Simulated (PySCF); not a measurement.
One molecule, one basis, several functionals.

Compound: H₆SSi₂.
Bonds: Si1–Si2, Si2–S3. Hydrogens: H4, H5, H6 on Si1; H7, H8 on Si2; H9 on S3.

Torsions of this conformer, `[SiH3:1][SiH2:2][SH:3]`: H–S3–Si2–Si1 -56°.

PySCF, def2-SVPD basis, density fitting, gas phase, PBE0-D3(BJ)/def2-SVP geometry; singlet excitations by full TDDFT with frozen cores, triplets by Tamm–Dancoff TDDFT and ionisation energies by ΔSCF, from the lowest of the holes tried. One functional is left out:

```
functional  exact exchange (%)  HOMO energy (eV)  LUMO energy (eV)  lowest singlet excitation (eV)  lowest triplet excitation (eV)  dipole moment (D)  mean polarisability (au)  vertical ionisation energy (eV)
       LDA                   0             -6.25             -1.46                            4.95                            4.64              1.063                      87.5                             9.22
       PBE                   0             -6.18             -1.29                            5.05                            4.68              1.020                      85.5                             9.11
      PBE0                  25             -7.34             -0.49                            5.53                            5.07              1.115                      82.4                             9.34
 BHandHLYP                  50             -8.36              0.33                            5.92                            5.44              1.172                      79.9                             9.39
```

Problem. Predict the row of B3LYP (20 % exact exchange) by straight lines through the other rows, and check it.

Solution. 
```tsv
property	line	computed	computed − line	PBE0 (25 %), for comparison
HOMO energy (eV)	-7.09	-7.10	-0.01	-7.34
LUMO energy (eV)	-0.68	-0.67	+0.01	-0.49
lowest singlet excitation (eV)	5.39	5.42	+0.03	5.53
lowest triplet excitation (eV)	4.98	5.03	+0.05	5.07
dipole moment (D)	1.096	1.077	-0.019	1.115
mean polarisability (au)	83.7	82.9	-0.8	82.4
vertical ionisation energy (eV)	9.27	9.33	+0.06	9.34
```
